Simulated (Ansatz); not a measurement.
## Nudged elastic band run: ClH3MgO

Input:

```yaml
crystal:
  periodic: [false, false, false]
  atoms:
    - { symbol: Mg, position_ang: [-0.657584, 0.166052, -0.89622] }
    - { symbol: H, position_ang: [-1.463603, 1.547257, -1.488077] }
    - { symbol: Cl, position_ang: [-0.043079, -2.055562, -0.943512] }
    - { symbol: H, position_ang: [0.838083, 0.786188, 1.57004] }
    - { symbol: O, position_ang: [0.503015, 0.241766, 0.840746] }
    - { symbol: H, position_ang: [0.823169, -0.685599, 0.917022] }
basis:
  gaussian: { orbitals: def2-SVPD }
hamiltonian:
  xc: pbe
  dispersion: d4
neb:
  order_check: false
  images: 7
  f_tol: 0.05
  max_iterations: 60
  final_atoms:
    - { symbol: Mg, position_ang: [0.0174597, -0.68940864, -0.27568165] }
    - { symbol: H, position_ang: [-0.88756802, 1.35314381, -0.71893637] }
    - { symbol: Cl, position_ang: [-0.9279798, -1.63450669, -2.06276954] }
    - { symbol: H, position_ang: [-0.48408606, 1.48896942, -0.06880757] }
    - { symbol: O, position_ang: [0.85899737, -0.07432877, 1.21869968] }
    - { symbol: H, position_ang: [1.42317781, -0.44376712, 1.90749445] }
  initial_path:
    images:
      - { positions_ang: [[-0.657584, 0.166052, -0.89622], [-1.463603, 1.547257, -1.488077], [-0.043079, -2.055562, -0.943512], [0.838083, 0.786188, 1.57004], [0.503015, 0.241766, 0.840746], [0.823169, -0.685599, 0.917022]] }
      - { positions_ang: [[-0.58563073, -0.08025581, -0.88272498], [-1.24572699, 1.50372647, -1.19411765], [-0.23661093, -2.13300056, -1.2651257], [0.62437701, 0.86633879, 1.28762888], [0.54106718, 0.23828902, 0.90024932], [0.90252546, -0.3949959, 1.15408913]] }
      - { positions_ang: [[-0.51367745, -0.32656363, -0.86922997], [-1.02785097, 1.46019593, -0.9001583], [-0.43014286, -2.21043911, -1.58673941], [0.41067101, 0.94648957, 1.00521777], [0.57911935, 0.23481203, 0.95975265], [0.98188192, -0.10439279, 1.39115627]] }
      - { positions_ang: [[-0.44172418, -0.57287144, -0.85573495], [-0.80997496, 1.4166654, -0.60619896], [-0.62367479, -2.28787767, -1.90835311], [0.19696502, 1.02664036, 0.72280665], [0.61717153, 0.23133505, 1.01925597], [1.06123838, 0.18621031, 1.6282234]] }
      - { positions_ang: [[-0.36977091, -0.81917926, -0.84223993], [-0.59209895, 1.37313486, -0.31223961], [-0.81720672, -2.36531623, -2.22996682], [-0.01674098, 1.10679115, 0.44039553], [0.65522371, 0.22785806, 1.07875929], [1.14059484, 0.47681342, 1.86529053]] }
      - { positions_ang: [[-0.27296326, -0.7867366, -0.70060036], [-0.66596622, 1.3681371, -0.4139138], [-0.84489999, -2.18261384, -2.1881675], [-0.13357725, 1.20233571, 0.31309476], [0.70616712, 0.15231135, 1.11374439], [1.21124058, 0.24666828, 1.87584151]] }
      - { positions_ang: [[-0.1761556, -0.75429395, -0.55896079], [-0.73983348, 1.36313933, -0.51558799], [-0.87259326, -1.99991146, -2.14636818], [-0.25041352, 1.29788028, 0.18579398], [0.75711054, 0.07676464, 1.14872949], [1.28188633, 0.01652315, 1.88639249]] }
      - { positions_ang: [[-0.07934795, -0.7218513, -0.41732122], [-0.81370075, 1.35814157, -0.61726218], [-0.90028653, -1.81720907, -2.10456886], [-0.36724979, 1.39342485, 0.0584932], [0.80805395, 0.00121793, 1.18371459], [1.35253207, -0.21362199, 1.89694347]] }
      - { positions_ang: [[0.0174597, -0.68940864, -0.27568165], [-0.88756802, 1.35314381, -0.71893637], [-0.9279798, -1.63450669, -2.06276954], [-0.48408606, 1.48896942, -0.06880757], [0.85899737, -0.07432877, 1.21869968], [1.42317781, -0.44376712, 1.90749445]] }
```

Command:

```bash
$ ansatz run input.yaml --threads 2 --pin off --max-ram 3072MiB --backend cpu --events-out ev --progress --plain --runs-dir out
```

Output, in part (warnings, iteration lines, the closing report on the highest movable image, with atoms numbered from 0):

```
NEB end point (image 0): max|allowed force component| = 1.108e-2 eV/Å (the criterion of neb.relax_end_points is 1.000e-2)
NEB end point (image 8): max|allowed force component| = 2.198e-2 eV/Å (the criterion of neb.relax_end_points is 1.000e-2)
NEB iter   1: max|band force component| = 3.116e1 eV/Å  barrier→ = 7.7734 eV  barrier← = 7.8350 eV  Δτ_max = 0.2000 Å  (234 SCF iters)
NEB iter   2: max|band force component| = 1.207e1 eV/Å  barrier→ = 1.2057 eV  barrier← = 1.2672 eV  Δτ_max = 0.1987 Å  (230 SCF iters)
NEB iter   3: max|band force component| = 3.850e0 eV/Å  barrier→ = 0.4482 eV  barrier← = 0.5097 eV  Δτ_max = 0.2000 Å  (207 SCF iters)
NEB iter   4: max|band force component| = 3.816e0 eV/Å  barrier→ = 0.5878 eV  barrier← = 0.6493 eV  Δτ_max = 0.1959 Å  (216 SCF iters)
NEB iter   5: max|band force component| = 9.169e-1 eV/Å  barrier→ = 0.5061 eV  barrier← = 0.5677 eV  Δτ_max = 0.1927 Å  (204 SCF iters)
NEB iter   6: max|band force component| = 1.087e0 eV/Å  barrier→ = 0.5388 eV  barrier← = 0.6003 eV  Δτ_max = 0.0935 Å  (204 SCF iters)
NEB iter   7: max|band force component| = 2.504e-1 eV/Å  barrier→ = 0.4231 eV  barrier← = 0.4846 eV  CI = image 5  Δτ_max = 0.1897 Å  (200 SCF iters)
NEB iter   8: max|band force component| = 1.345e0 eV/Å  barrier→ = 0.4455 eV  barrier← = 0.5070 eV  CI = image 5  Δτ_max = 0.0972 Å  (207 SCF iters)
NEB iter   9: max|band force component| = 3.885e-1 eV/Å  barrier→ = 0.4533 eV  barrier← = 0.5149 eV  CI = image 5  Δτ_max = 0.0729 Å  (200 SCF iters)
NEB iter  10: max|band force component| = 1.500e-1 eV/Å  barrier→ = 0.4567 eV  barrier← = 0.5182 eV  CI = image 5  Δτ_max = 0.0324 Å  (202 SCF iters)
NEB iter  11: max|band force component| = 9.333e-2 eV/Å  barrier→ = 0.4530 eV  barrier← = 0.5145 eV  CI = image 5  Δτ_max = 0.0080 Å  (197 SCF iters)
NEB iter  12: max|band force component| = 4.883e-2 eV/Å  barrier→ = 0.4523 eV  barrier← = 0.5138 eV  CI = image 5  Δτ_max = 0.0000 Å  (367 SCF iters)
Total energy: -20047.23954942 eV, -736.7224649340 hartree
Atom 0 at    -0.321095    -0.492369    -0.667906 Å, force    -0.003158    -0.012622     0.005890 eV/Å
Atom 1 at    -0.646049     1.340225    -0.410059 Å, force    -0.002138     0.008031    -0.000120 eV/Å
Atom 2 at    -0.717712    -2.217373    -2.027942 Å, force     0.003682    -0.001138    -0.000687 eV/Å
Atom 3 at    -0.018431     1.047489     0.433875 Å, force     0.007449    -0.019684     0.007577 eV/Å
Atom 4 at     0.535734     0.113766     0.971778 Å, force    -0.008518     0.050323    -0.017850 eV/Å
Atom 5 at     1.167553     0.208364     1.700253 Å, force     0.002683    -0.024911     0.005190 eV/Å
Dipole moment:     0.323837     0.451061     0.587969 e Å
```

It converged. A vibrational analysis at the climbing image gives one clearly imaginary mode, 913i cm⁻¹: a first-order saddle point. The orbitals stay closed-shell, which can raise the energy where a bond breaks towards radicals; this wasn't checked here.

Final band (atoms are numbered from 1 in the order of the input):

```csv
image,path coordinate (Å),energy (eV),H4–O5 (Å),H2–H4 (Å)
0,0.00,0.00,0.97,3.90
1,0.60,0.03,0.97,3.41
2,1.19,0.08,0.97,2.89
3,1.79,0.14,0.98,2.35
4,2.38,0.24,1.00,1.77
5,2.98,0.45,1.21,1.09
6,3.49,0.15,1.66,0.82
7,4.01,-0.03,2.04,0.78
8,4.52,-0.06,2.43,0.78
```

Time of the run: 58 s on 2 threads of Intel(R) Xeon(R) 6975P-C (Granite Rapids) (shared host), peak memory 0.18 GiB.
